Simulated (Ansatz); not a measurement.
C₃H₄FNO, SMILES `C=C(O)C(=N)F` from Hartree–Fock to CCSD(T)

```xyz
10

C    -0.265    0.784   -1.155
C    -0.392   -0.173   -0.241
O    -1.340   -1.137   -0.221
C     0.546   -0.274    0.901
N     1.498    0.507    1.104
F     0.264   -1.307    1.707
H     0.536    1.502   -1.063
H    -0.948    0.862   -1.992
H    -1.915   -1.020   -0.983
H     2.015    0.256    1.943
```

The species carries charge 0 and has multiplicity 1. The geometry is a stationary point of PBE0-D4/def2-TZVP. It is one conformer, not always the lowest. Frozen core, restricted reference, Ansatz 0.2.0. CBS rows extrapolate triple and quadruple zeta; past MP2 they add the triple-zeta difference.

```csv
basis,HF (Eh),MP2 corr.
def2-SVP,-344.37658,-0.91833
def2-TZVPP,-344.79014,-1.15679
def2-QZVPP,-344.80518,-1.24507
```

Task: Estimate the CCSD correlation energy and the (T) correction in each basis where they were run (hartree).

Result: 
```tsv
basis	CCSD corr.	(T)
def2-SVP	-0.95233	-0.03048
def2-TZVPP	-1.17650	-0.05060
CBS(def2)	-1.33018	as TZ
```
